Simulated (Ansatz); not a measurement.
**CHB (triplet): the correlation ladder at distance B1–C2 = 1.079 Å, 6-31G**

Aim: climb from Hartree-Fock through coupled cluster and multireference methods for CHB (triplet) at one geometry and basis, and see what each rung misses.

Computed with Ansatz 0.2.0, Gaussian basis. Level: 6-31G, core rule «outside noble gas», up to 2 orbitals frozen.

The runs, in order: UHF; CCSD(T) on ROHF; CCSD(T) on UHF; BCCD(T) on ROHF; CISD; CCSDT(Q) on ROHF; CCSDT(Q) on UHF; CISDTQ; CCSDTQ on ROHF; CASSCF and MRCISD+Q, 4 electrons in 4 orbitals; CASSCF and NEVPT2, 4 electrons in 4 orbitals; CASSCF and MRCISD+Q, 8 electrons in 9 orbitals; CASSCF and NEVPT2, 8 electrons in 9 orbitals; Full CI.

25 further runs of the same task are left out: 2 for a mislabelled method, 1 for a known fault of the program, 18 that didn't finish, 4 set aside as unsound or not needed.

## Step 1: The system

The geometry derives from a PBE0/def2-TZVP stationary point (not a proven minimum). One bond is set to the value named and the two fragments are kept rigid.

3 atoms, charge 0, spin multiplicity 3.

Atoms are counted from 1 here; the program's logs count them from 0.

Bond lengths: B1–C2 1.079 Å, C2–H3 1.071 Å. Angles: B1–C2–H3 180.0°.

## Step 2: UHF

The input, in.yaml:

```yaml
crystal:
  periodic: [false, false, false]
  atoms:
    - {symbol: B, position_ang: [0.000000, 0.000000, 1.076267]}
    - {symbol: C, position_ang: [0.000000, 0.000000, -0.002733]}
    - {symbol: H, position_ang: [0.000000, 0.000000, -1.073535]}
basis:
  gaussian: {orbitals: 6-31G}
magnetization: {spin_polarized: true, initial_magnetization: 2}
hamiltonian: {xc: hf}
output: {orbitals: {seedname: orbitals}}
```

Command:

```
$ ansatz run in.yaml --threads 1 --pin off --events-out ev --progress --plain --max-ram 2393MiB
```

Further steps of the session: CCSD(T) on ROHF; CCSD(T) on UHF; BCCD(T) on ROHF; CISD; CCSDT(Q) on ROHF; CCSDT(Q) on UHF; CISDTQ; CCSDTQ on ROHF; CASSCF and MRCISD+Q, 4 electrons in 4 orbitals; CASSCF and NEVPT2, 4 electrons in 4 orbitals; CASSCF and MRCISD+Q, 8 electrons in 9 orbitals; CASSCF and NEVPT2, 8 electrons in 9 orbitals; Full CI.

**Question.** What will the summary of the whole plan be? Wanted: FCI below the RHF energy; RMP2 from FCI; UMP2 from FCI; RCCSD from FCI; RCCSD(T) from FCI; UCCSD(T) from FCI; RCCSDT(Q) from FCI; UCCSDT(Q) from FCI; NEVPT2 pair from FCI.

As calculated:

```
                         quantity                                                                                                                                value
         FCI below the RHF energy                                                                                                                           -3.0825 eV
                    RMP2 from FCI                                                                                                                         +57.0 kJ/mol
                    UMP2 from FCI                                                                                                                         +56.3 kJ/mol
                   RCCSD from FCI                                                                                                                          +7.7 kJ/mol
                RCCSD(T) from FCI                                                                                                                          +1.8 kJ/mol
                UCCSD(T) from FCI                                                                                                                          +1.7 kJ/mol
               RCCSDT(Q) from FCI                                                                                                                           0.0 kJ/mol
               UCCSDT(Q) from FCI                                                                                                                           0.0 kJ/mol
             NEVPT2 pair from FCI                                                                                                                         +45.3 kJ/mol
           MRCISD+Q pair from FCI                                                                                                                          +2.2 kJ/mol
          NEVPT2 valence from FCI                                                                                                                         +26.2 kJ/mol
levels within 1 kcal/mol (43 meV)  RCCSD(T), UCCSD(T), BCCD(T), RCCSDT, UCCSDT, CISDTQ, RCCSDT(Q), UCCSDT(Q), RCCSDTQ, MRCISD+Q pair, MRCISD valence, MRCISD+Q valence
                    T1 diagnostic                                                                                                                                0.016
   effectively unpaired electrons                                                                                                                                 2.03
```

In words: RCCSD(T) lands +1.8 kJ/mol from the yardstick (0.6 % of the correlation energy). One determinant dominates. Of the multireference levels listed MRCISD+Q valence comes nearest in total energy (+1.1 kJ/mol), which doesn't show that its space is the better one. These misses are within one basis, not against nature; the frozen cores of restricted and unrestricted runs differ, which can shift their rows.
